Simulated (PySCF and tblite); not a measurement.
Results of a calculation; reference values are marked as such.
C4H4O, numbered as in [O:1]=[CH:2][CH:3]1[CH:4]=[CH:5]1.

The ensemble was built from 60 distance-geometry starts (ETKDG and KDG, MMFF94s, GFN2-xTB) and rests on GFN2-xTB geometries. Weights use CAM-B3LYP-D3(BJ)/def2-TZVP (IEF-PCM, chloroform) energies plus GFN2-xTB zero-point and thermal terms (modes under about 100 cm⁻¹ blended into free rotors). Symmetry numbers and mirror images are counted. Conformers within 2.5 kcal/mol (GFN2-xTB free energy) were kept, 6 at most. (PySCF 2.14, tblite 0.8.)

Torsions listed: O1–C2–C3–C4.

```tsv
conformer	shape	symmetry
1	151°	Cs
2	-28°	Cs
```

(1) Which of these conformers is the most populated at 298.15 K, and with what share?

(2) Give the DFT energies and free energies relative to the lowest, and all weights.

(3) How does its share change from 250 K to 350 K?

Answers

(1) Conformer 1, about 91 %.

(2) 
```tsv
conformer	shape	E(DFT) kcal/mol	G(298.15 K) kcal/mol	weight %
1	151°	0.00	0.00	91.4
2	-28°	1.50	1.40	8.6
```

(3) From 95 % to 88 %; the mixing entropy goes from 0.42 to 0.73 cal/(mol K).
